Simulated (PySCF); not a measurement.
Calculated properties of `[O+]#CCC1CC1`

Species: C5H7O (charge +1).
SMILES with atom numbers: `[O+:1]#[C:2][CH2:3][CH:4]1[CH2:5][CH2:6]1` (hydrogens: H7, H8 on C3; H9 on C4; H10, H11 on C5; H12, H13 on C6)

Geometry (GFN2-xTB, Å), atoms numbered from 1 in this order:
```xyz
13
C5H7O angstrom
O      2.6008    0.9585    0.9373
C      1.9461    0.0932    0.6616
C      1.0253   -0.8438    0.2375
C      0.0292    0.0316   -0.5711
C     -1.4368   -0.2757   -0.4163
C     -0.8814    0.9885    0.1474
H      0.5253   -1.3295    1.0859
H      1.4722   -1.6319   -0.3810
H      0.3986    0.3062   -1.5490
H     -1.7343   -1.0616    0.2603
H     -2.0367   -0.2322   -1.3125
H     -1.1146    1.9227   -0.3383
H     -0.7982    1.0747    1.2204
```

Some functional groups and rings: cyclopropane ring.

**GFN2-xTB geometry**

```yaml
Point_group_of_the_GFN2-xTB_geometry: C1
Rotational_constants_A_B_C_of_the_GFN2-xTB_geometry: 9.146, 2.329, 2.022 GHz
```

**CAM-B3LYP/def2-SVPD ground state and vertical TDDFT (core frozen in the response) (PySCF)**

```yaml
HOMO_energy: -15.07 eV
LUMO_energy: -6.47 eV
HOMO–LUMO_gap: 8.60 eV
Lowest_singlet_excitation: 5.43 eV (228 nm, f = 0.002)
Strongest_line_among_the_8_lowest_singlet_transitions: S8 at 7.76 eV (160 nm, f = 0.107)
Lowest_triplet_excitation_Tamm–Dancoff: 5.13 eV
Static_isotropic_polarisability: 53.7 au
Electronic_spatial_extent_⟨r²⟩_about_the_centre_of_nuclear_charge: 590 bohr²
```

Monoisotopic mass of the ion (most abundant isotopes, electron mass counted): 83.0491 u.

S1 lies 3.17 eV below the HOMO–LUMO gap; its leading configuration is HOMO−1→LUMO, weight 0.79. With B = h/(8π²I), that is 505.379 GHz u Å² over I, the principal moments of inertia are 55.3, 217.0 and 249.9 u Å² (most abundant isotopes); the inertial defect Ic − Ia − Ib is -22.4 u Å² (zero for a rigid planar frame, negative otherwise). No computed singlet falls in the visible range (750 to 380 nm, 1.65 to 3.26 eV); S1 lies 2.17 eV above its blue end. The largest Löwdin shares of the LUMO are 0.42 on C2, 0.33 on O1, 0.13 on C3 and 0.06 on H7. In wavenumbers S1 is 43800 cm⁻¹ (1 eV = 8065.54 cm⁻¹). The largest Löwdin shares of the HOMO are 0.38 on C5, 0.24 on C6 and 0.19 on C4.

Isolated species at its GFN2-xTB geometry (one conformer only).
